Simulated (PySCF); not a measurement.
Stepwise substitution at one centre (Si Cl-Br). All species are isolated molecules in the gas phase. Strings in code marks are SMILES.

The LUMO from two functionals at the same geometries (B3LYP-D3(BJ)/def2-TZVP), both in PySCF: PBE-D3(BJ)/def2-TZVP and B3LYP-D3(BJ)/def2-TZVP. B3LYP has the VWN-RPA correlation part, as in Gaussian. 

```
species                                        PBE-D3(BJ)/def2-TZVP (eV)  B3LYP-D3(BJ)/def2-TZVP (eV)
---------------------------------------------  -------------------------  ---------------------------
0 of 4 Cl replaced by Br (`Cl[Si](Cl)(Cl)Cl`)                      -1.74                        -1.00
1 of 4 Cl replaced by Br (`Cl[Si](Cl)(Cl)Br`)                      -2.04                        -1.34
2 of 4 Cl replaced by Br (`Br[Si](Cl)(Cl)Br`)                      -2.29                        -1.63
3 of 4 Cl replaced by Br                                           -2.49                        -1.86
4 of 4 Cl replaced by Br                                           -2.68                        -2.07
```

Over these rows, drawn at random from the members with no instability flagged (it was tested for open shells, ions and some series alone), PBE minus B3LYP-D3(BJ): mean -0.67 eV, from -0.75 eV to -0.61 eV.
